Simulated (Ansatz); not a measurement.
# C₅H₅F, SMILES C#CC(=C)CF: a ranking of conformers

Computed with Ansatz 0.2.0 through its Python package.

`conformers_c5h5f.py`:
```python
"""Rank force-field conformers of C5H5F by single points."""

from dataclasses import dataclass

import ansatz as az
from rdkit import Chem
from rdkit.Chem import AllChem


@dataclass(frozen=True)
class Options:
    basis: str = "def2-SVP"
    xc: str = "PBE0"


opts = Options()

rd = Chem.AddHs(Chem.MolFromSmiles("C#CC(=C)CF"))
ids = list(AllChem.EmbedMultipleConfs(rd, numConfs=20, randomSeed=457, pruneRmsThresh=0.4))
field = [energy for _, energy in AllChem.MMFFOptimizeMoleculeConfs(rd)]
distinct = {round(e, 2): i for i, e in zip(ids, field)}
chosen = sorted(distinct.items())[:4]
found = []
for force_field, index in chosen:
    system = az.Crystal.molecule()
    for atom, xyz in zip(rd.GetAtoms(), rd.GetConformer(index).GetPositions()):
        system = system.atom(atom.GetSymbol(), xyz.round(5).tolist())
    calculation = (
        system.calculation()
        .basis(gaussian=opts.basis)
        .functional(opts.xc)
    )
    found.append(calculation.run().report["free_energy_ev"])
print("conformer   MMFF (kcal/mol)   this level (eV)")
for (force_field, index), e in zip(chosen, found):
    print(f"{index:9d} {force_field - chosen[0][0]:17.2f} {(e - min(found)):17.3f}")
```

```console
$ python conformers_c5h5f.py
conformer   MMFF (kcal/mol)   this level (eV)
        2              0.00             0.000
        1              1.96             0.078
```

The conformers keep their force-field geometries. The whole script took 7.3 s on 1 thread of Arm Neoverse V2, with other jobs on the host, peak memory 0.31 GiB.
